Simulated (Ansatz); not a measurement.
# C₂HO− (SMILES C#C[O-]): functionals against CCSD(T) at one geometry

The task here is to estimate one member of a computed series from the others.

Method: single points in def2-TZVPPD; program: Ansatz 0.2.0, Gaussian basis.

Cores are frozen in the correlated methods.

1 further run of the same task is left out (it didn't finish).

## Where the work starts

SMILES `C#C[O-]`, 4 atoms, charge -1, spin multiplicity 1.

Atoms are counted from 1 here; the program's logs count them from 0.

Bond lengths: C1–C2 1.327 Å, C1–H4 1.151 Å, C2–O3 1.230 Å. Angles: C2–C1–H4 122.1°, C1–C2–O3 161.1°.

Coordinates:

```xyz
4
charge -1, multiplicity 1
C    -0.54672    0.50007   -0.12880
C     0.29607   -0.47352    0.19055
O     1.13315   -1.13377    0.80375
H    -0.76497    0.78568   -1.22179
```

The first run:

Contents of run/in.yaml:

```yaml
crystal:
  periodic: [false, false, false]
  atoms:
    - {symbol: C, position_ang: [-0.546719, 0.500073, -0.128800]}
    - {symbol: C, position_ang: [0.296066, -0.473522, 0.190546]}
    - {symbol: O, position_ang: [1.133154, -1.133774, 0.803747]}
    - {symbol: H, position_ang: [-0.764970, 0.785678, -1.221793]}
basis:
  gaussian: {orbitals: "def2-TZVPPD.json"}
total_charge: -1
hamiltonian: {xc: pbe, dispersion: d4}
output: {forces: true}
```

The basis file named in the input lies beside it (Basis Set Exchange, JSON).

Launch:

```
> ansatz run in.yaml --threads 2 --pin off --events-out ev --progress --plain --max-ram 3481MiB
```

Steps of the session up to this table: PBE-D4/def2-TZVPPD; r2SCAN-D4/def2-TZVPPD; PBE0-D4/def2-TZVPPD; wB97M-V/def2-TZVPPD; CCSD(T)/def2-TZVPPD.

One of the session's tables, all rows but one given; the rest of the session is left out.

```
   method  RMS force component (eV/Å)  angle to CCSD(T) forces (°)
   PBE-D4                           ?                            ?
r2SCAN-D4                       1.165                         11.9
  PBE0-D4                       1.300                         17.4
  wB97M-V                       1.337                         15.5
  CCSD(T)                       1.073                    reference
```

Q: Estimate the row for PBE-D4 from the others.

The run gave: RMS force component (eV/Å): 1.031; angle to CCSD(T) forces (°): 5.7. In the column «RMS force component (eV/Å)» it is the lowest.

Caveats from the session: The anion's highest level is positive in at least one run, so there the basis alone may hold the extra electron.
